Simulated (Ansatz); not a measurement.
Geometry optimisation, RKS r2SCAN/def2-SVP (Ansatz).

input.yaml

```yaml
crystal:
  periodic: [false, false, false]
  atoms:
    - { symbol: Si, position_ang: [0.098781, -0.055628, 0.123368] }
    - { symbol: H, position_ang: [0.16209, 0.04207, 1.572742] }
    - { symbol: F, position_ang: [1.695806, -0.171544, 0.055803] }
    - { symbol: H, position_ang: [-0.359699, 1.134174, -0.634566] }
    - { symbol: "N", position_ang: [-0.801514, -1.378447, -0.461084] }
    - { symbol: H, position_ang: [-0.770082, -2.306848, -0.053751] }
    - { symbol: H, position_ang: [-1.165882, -1.393278, -1.408013] }
basis:
  gaussian: { orbitals: def2-SVP }
hamiltonian:
  xc: r2scan
relax:
  f_tol: 0.03
  max_steps: 50
output:
  orbitals: {}
```

Command:

```bash
$ ansatz run input.yaml --threads 2 --pin off --max-ram 3072MiB --backend cpu --events-out ev --progress --plain --runs-dir out
```

Problem. Where does it end, and by what steps?

Solution. It converged. After 6 steps the energy has fallen by 0.232 eV; F3 moved furthest, 0.23 Å.

```json
{"step": "0", "energy less start (eV)": "0.0000", "largest force component (eV/Å)": "1.413", "accepted": "yes"}
{"step": "1", "energy less start (eV)": "-0.2097", "largest force component (eV/Å)": "0.237", "accepted": "yes"}
{"step": "2", "energy less start (eV)": "-0.0685", "largest force component (eV/Å)": "1.551", "accepted": "no"}
{"step": "3", "energy less start (eV)": "-0.2262", "largest force component (eV/Å)": "0.220", "accepted": "yes"}
{"step": "4", "energy less start (eV)": "-0.2319", "largest force component (eV/Å)": "0.087", "accepted": "yes"}
{"step": "5", "energy less start (eV)": "-0.2322", "largest force component (eV/Å)": "0.045", "accepted": "yes"}
{"step": "6", "energy less start (eV)": "-0.2324", "largest force component (eV/Å)": "0.006", "accepted": "yes"}
```

```xyz
7
Properties=species:S:1:pos:R:3
Si 0.127 -0.054 0.138
H -0.004 -0.007 1.617
F 1.726 -0.187 -0.169
H -0.322 1.185 -0.547
N -0.815 -1.356 -0.442
H -0.818 -2.258 0.025
H -1.034 -1.454 -1.428
```

Whether the end is a true minimum wasn't checked by a vibrational analysis.

Time of the run: 14 s on 2 threads of Arm Neoverse V1, on a shared host, peak memory 0.14 GiB.
